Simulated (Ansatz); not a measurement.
Consider the formal exchange of groups at the Si–S bond: `[SiH]S` + `CC#COC` → `CO[SiH]` + `CC#CS`.

Calculated with Ansatz (gas phase, PBE0-D4/def2-TZVP geometries, no zero-point term in ΔE). CCSD(T)/CBS is the MP2 limit (def2-TZVPP, def2-QZVPP) plus CCSD(T) − MP2 in def2-TZVPP, frozen cores. This one scheme is used for every species. One conformer a species, not always the lowest.

| species | CCSD(T)/CBS(def2) energy (Eh) |
| --- | --- |
| `[SiH]S` | -688.02937 |
| `CC#COC` | -230.89505 |
| `CO[SiH]` | -404.67988 |
| `CC#CS` | -514.26919 |

Question: Work out ΔE.

Answer: ΔE = (-404.67988) + (-514.26919) − (-688.02937) − (-230.89505) = -0.02465 Eh = -15.5 kcal/mol.

Largest T1 diagnostic among the species: 0.016.

In def2-TZVPP, CCSD(T) changes the Hartree–Fock value by −0.7 kcal/mol (the triples alone add +0.2 kcal/mol) and MP2 by −2.1 kcal/mol.
